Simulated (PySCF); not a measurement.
LiN: from constants to spectrum

PBE0 constants of LiN, ³Σ⁻ (triplet), unpaired electrons π ↑↑ (basis Li x2c-TZVPPall, N x2c-TZVPPall; spin-free X2C with a Gaussian nucleus; PySCF 2.14; masses 7.0160 and 14.0031 u):

- ωe: 684.3 cm⁻¹
- ωexe: 7.58 cm⁻¹
- Be: 1.0476 cm⁻¹
- αe: 0.0170 cm⁻¹
- D (centrifugal): 9.82e-06 cm⁻¹
- De to Li + N: 1.62 eV

**Question.** Give the vibrational terms G(v) and spacings up to v = 6.

**Answer.** G(v) = ωe(v+½) − ωexe(v+½)².

```csv
v,G(v) (cm⁻¹),G(v) − G(v−1),Bv (cm⁻¹)
0,340,,1.039
1,1009,669,1.022
2,1663,654,1.005
3,2302,639,0.988
4,2926,624,0.971
5,3534,608,0.954
6,4128,593,0.937
```

**Question.** How well does the Morse estimate ωe²/(4ωexe) reproduce De, and what is D0?

**Answer.** It gives 1.91 eV, 118 % of the computed De. D0 = De − G(0) = 1.62 − 0.04 = 1.58 eV.

The state was picked by a PBE0 search and need not be the measured ground state.
